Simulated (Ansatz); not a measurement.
We consider hcp Be, described by PBEsol in Ansatz (plane waves, PAW).

Run with plane-wave cutoff 520 eV, 16×16×10 k mesh (along the axes of the cell as run), Fermi–Dirac smearing 0.1 eV, perturbation theory, force constants from a 4×4×2 q mesh, scalar-relativistic PAW data made under PBE.

Computed at the level's own relaxed cell. Harmonic vibrational thermodynamics at fixed volume:

```json
[
 {"T (K)": "0", "S_vib (J/K per mol of atoms)": "0.00", "C_V (J/K per mol of atoms)": "0.00", "F_vib (eV/atom)": "0.0946"},
 {"T (K)": "200", "S_vib (J/K per mol of atoms)": "3.91", "C_V (J/K per mol of atoms)": "9.49", "F_vib (eV/atom)": "0.0925"},
 {"T (K)": "400", "S_vib (J/K per mol of atoms)": "13.99", "C_V (J/K per mol of atoms)": "18.90", "F_vib (eV/atom)": "0.0738"},
 {"T (K)": "600", "S_vib (J/K per mol of atoms)": "22.34", "C_V (J/K per mol of atoms)": "21.97", "F_vib (eV/atom)": "0.0358"},
 {"T (K)": "700", "S_vib (J/K per mol of atoms)": "25.78", "C_V (J/K per mol of atoms)": "22.71", "F_vib (eV/atom)": "0.0108"},
 {"T (K)": "800", "S_vib (J/K per mol of atoms)": "28.85", "C_V (J/K per mol of atoms)": "23.21", "F_vib (eV/atom)": "-0.0175"},
 {"T (K)": "900", "S_vib (J/K per mol of atoms)": "31.60", "C_V (J/K per mol of atoms)": "23.56", "F_vib (eV/atom)": "-0.0488"}
]
```

The crystal is taken as a harmonic solid at every temperature: melting, phase changes and thermal expansion are not seen, nor the electrons' share in a metal.

Ansatz is a first-principles code.
